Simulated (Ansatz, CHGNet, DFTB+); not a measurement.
# Ladder of methods for the lattice parameter a of bcc K

Reference value: 5.212 Å (measured, low-temperature or extrapolated to 0 K; zero-point anharmonic expansion removed; as tabulated in Csonka et al. (2009), arXiv:0903.4037).

Which of these levels comes closest to the reference?
(A) GFN1-xTB (DFTB+)
(B) CHGNet 0.3.0 (CHGNet)
(C) PBE (Ansatz, an electronic-structure program)
(D) rVV10 (Ansatz)

B, CHGNet 0.3.0 (CHGNet)

```
level (code)           value (Å)  error (%)
---------------------  ---------  ---------
GFN1-xTB (DFTB+)           5.996      +15.0
CHGNet 0.3.0 (CHGNet)      5.237      +0.48
PBE (Ansatz)               5.284      +1.38
rVV10 (Ansatz)             5.138      -1.42
```

Closest of these to the reference: CHGNet 0.3.0 (+0.48 %). GFN1-xTB (+15.0 %) lies farthest from it. Within 2 %: CHGNet 0.3.0, PBE, rVV10.

GFN1-xTB: the cell moved over 20 % in volume from its start. GFN1-xTB: the method was fitted mainly to molecules. Cutoffs and k meshes differ between the levels. Ansatz's density-functional and Hartree–Fock values are scalar-relativistic unless marked +SOC, with PAW data made under PBE.

Machine-learned potentials (CHGNet 0.3.0) are trained on DFT data, which may include these solids.

Differences are worked out from the printed values.
